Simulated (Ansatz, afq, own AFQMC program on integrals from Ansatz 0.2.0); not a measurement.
Integrals from Ansatz 0.2.0, then the random walk in our own AFQMC program (afq).

```yaml
crystal:
  periodic: [false, false, false]
  atoms:
    - {symbol: Br, position_ang: [0.000000, 0.000000, -1.577333]}
    - {symbol: H, position_ang: [0.000000, 0.000000, -0.003333]}
    - {symbol: S, position_ang: [0.000000, 0.000000, 1.580667]}
basis:
  gaussian: {orbitals: cc-pVTZ}
magnetization: {spin_polarized: true, initial_magnetization: 2}
correlation: {method: ccsd_t, electrons: outside_noble_gas, hamiltonian_folder: ham}
```

```sh
$ ansatz run in.yaml --threads 1 --pin off --events-out ev --progress --plain --max-ram 16896MiB --backend cuda --devices 0, --max-vram 18GiB
```

afq runs on the folder ham with

```
--method phaseless --trial hf --walkers 2600 --populations 20 --least-time 40 --time-step 0.005 --steps-per-block 20 --equilibration-blocks 112 --max-blocks 4000 --target-error 0.0011 --factor-cut 1e-05 --start spin_pure --seed 5007 --taylor-order 6
```

Times are imaginary, in 1/Eh. The walk had a cap of 98 s. With eight or more populations the least sampling time is a fifth of least-time, and the error comes from their spread. Filled inner d shells are frozen with the cores.

afq prints:

```
orbitals 72  electrons 8 6  factors 487 of 554
reference energy -2970.52277684 Eh
CCSD correlation -0.34687599 Eh in 12 cycles, weight of the determinant in the CISD state 0.8521
energy of the start -2970.524152 Eh
 block  time / (1/Eh)  mean weight  energy / Eh
     1     0.100  1.0013  -2970.603422
     2     0.200  1.0022  -2970.661452
     3     0.300  1.0019  -2970.705808
     4     0.400  1.0019  -2970.737591
     5     0.500  1.0021  -2970.767120
     7     0.700  1.0009  -2970.800472
     9     0.900  1.0012  -2970.822777
    13     1.300  1.0002  -2970.851766
    21     2.100  1.0002  -2970.877449
    29     2.900  1.0001  -2970.881592
    37     3.700  1.0004  -2970.881384
    45     4.500  1.0001  -2970.885063
    53     5.300  0.9995  -2970.884223
    61     6.100  0.9999  -2970.884532
    65     6.500  1.0002  -2970.889912
    69     6.900  0.9998  -2970.887528
    77     7.700  1.0005  -2970.883028
    85     8.500  1.0001  -2970.880202
    93     9.300  0.9994  -2970.881381
   101    10.100  1.0007  -2970.886530
   109    10.900  0.9997  -2970.887331
   117    11.700  1.0004  -2970.883253
   125    12.500  0.9998  -2970.880757
   133    13.300  1.0001  -2970.883282
   141    14.100  1.0000  -2970.882991
   149    14.900  1.0001  -2970.885510
   157    15.700  1.0002  -2970.880526
   161    16.100  1.0000  -2970.875474
   165    16.500  1.0001  -2970.881920
   173    17.300  1.0001  -2970.877992
   181    18.100  1.0004  -2970.880499
   189    18.900  1.0000  -2970.881582
error from the spread of 20 populations
energy -2970.880749 +/- 0.000854 Eh
(rows thinned)
```

The run passed its tests (sampling time, drift between the halves within three errors, error under three times the target), which doesn't prove that it has relaxed.

Against this walk (error 23.2 meV) on the same determinant: CCSD(T) 75.6 meV lower, CCSDT(Q) 131.8 meV lower, a separate phaseless walk with a CISD trial and standard settings 109.9 ± 23.8 meV lower. The error is statistical and leaves out the bias of the constraint. CCSDT(Q) is the surest value here, so the walk's 132 meV above it is most likely the bias of the constraint with this trial, which can have either sign.

Cautions: constraint bias not in the error; no relativity below Rb; no spin-orbit coupling; inner d shell frozen; lower spins were not checked; unrestricted determinant slightly spin contaminated (⟨S²⟩ 2.05 against 2.00).

The walk took 24 s on 1 × NVIDIA H100 80GB HBM3 with 2 threads of AMD EPYC 7R13 Processor (Zen 3), with other jobs on the host (the card was shared). The log's last line is the phaseless energy.

CCSDT and higher add their correlation energy to the determinant of the CCSD(T) run, since their own runs factorise the integrals more tightly (a shift of under 2 meV). A walk keeps the symmetry of its determinant, which the program's search chose and which needn't be the lowest solution, so a lower state of the same spin and another symmetry isn't excluded.
